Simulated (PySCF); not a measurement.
Structure problem from calculated spectra and properties.

Formula: C3H4FN.

| Item | Value |
| --- | --- |
| 13C NMR | chemical shifts (computed TMS as zero) by class: 181.3 (1 C), 86.4 (1 C), 25.1 (1 C) ppm [GIAO PBE/pcSseg-2] |
| 1H NMR | chemical shifts (computed TMS as zero) by class: 5.76 (2 H), 1.57 (2 H) ppm [GIAO PBE/pcSseg-2] |
| NMR, other nuclei | isotropic shieldings of nuclei other than C and H, by class: -48 (1 N), 428 (1 F) ppm [GIAO PBE/pcSseg-2] |
| Dipole | 1.13 D [CAM-B3LYP/def2-SVPD] |
| Rotational structure | rotational constants A, B, C: 14.960, 3.363, 2.870 GHz [PBE0-D3(BJ)/def2-SVP] |
| Valence photoelectron | vertical ionisation energy: 10.60 eV [ΔSCF CAM-B3LYP/def2-SVPD] |
| Polarisability | 41.6 au [CAM-B3LYP/def2-SVPD] |
| UV, strongest line | among the 10 lowest singlet transitions: S6 at 8.40 eV (148 nm, f = 0.073) [TDDFT CAM-B3LYP/def2-SVPD] |
| Couplings | largest of the computed one-bond spin–spin couplings (means over like bonds): 19F–13C -240.9, 13C–1H +189.4 (×2), 13C–1H +158.1 (×2), 13C–13C +70.4, 13C–13C +32.8, 15N–13C +13.5, 15N–13C +8.0 Hz [B3LYP/pcJ-1] |
| UV, first state | lowest singlet excitation: 5.42 eV (229 nm, f = 0.001) [TDDFT CAM-B3LYP/def2-SVPD] |

Electronic properties: PySCF, gas phase, density fitting. Levels stand in brackets. Isolated species at its PBE0-D3(BJ)/def2-SVP geometry (one conformer only). Each NMR value is the plain mean over a class of atoms that symmetry, rotation or inversion makes alike.

Question: What is the compound? Reason from the data.

Answer: Numbering: `[F:1][CH2:2][C:3]1=[N:4][CH2:5]1`. Its formula, C3H4FN, gives 2 degrees of unsaturation: 1 ring and 1 π bond in the structure found. 3 carbons fall into 3 classes; from least to most shielded: C=N carbon [C3] (181.3 ppm), sp3 C–F carbon [C2] (86.4 ppm), ring sp3 carbon bound to nitrogen [C5] (25.1 ppm). Hydrogen classes from least to most shielded: 2 H on an sp3 C–F carbon, C2 (5.76 ppm), 2 H on an sp3 carbon bound to nitrogen, C5 (1.57 ppm). The other shieldings belong to: -48 ppm, C=N nitrogen [N4]; 428 ppm, alkyl fluorine [F1]. The couplings run between: -240.9 Hz, alkyl fluorine [F1] and sp3 C–F carbon [C2]; +189.4 Hz, sp3 carbon bound to nitrogen [C5] and its hydrogen (with 1 like pair); +158.1 Hz, sp3 C–F carbon [C2] and its hydrogen (with 1 like pair); +70.4 Hz, sp3 C–F carbon [C2] and C=N carbon [C3]; +32.8 Hz, C=N carbon [C3] and sp3 carbon bound to nitrogen [C5]; +13.5 Hz, C=N nitrogen [N4] and sp3 carbon bound to nitrogen [C5]; +8.0 Hz, C=N nitrogen [N4] and C=N carbon [C3]. The first electron is taken from the HOMO, whose largest Löwdin shares are 0.42 on the C=N nitrogen, 0.29 on the sp3 carbon bound to nitrogen, 0.18 on the C=N carbon and 0.05 on the sp3 C–F carbon. The optimised geometry has point group C1 and is an asymmetric top. Structure: `FCC1=NC1`. Computed isomers that give other values at the same levels: `C[C@@H](F)C#N` (lowest singlet excitation: 7.25 eV (171 nm, f = 0.000)); `FC[C@H]1C=N1` (lowest singlet excitation: 5.23 eV (237 nm, f = 0.000)); `[H]/N=C\C(=C)F` (lowest singlet excitation: 4.65 eV (267 nm, f = 0.003)). The assignments are read from this structure; whether some other isomer fits the data as well wasn't checked.

Conformer computed: `[F:1][CH2:2][C:3]1=[N:4][CH2:5]1`: F1–C2–C3–N4 164°.
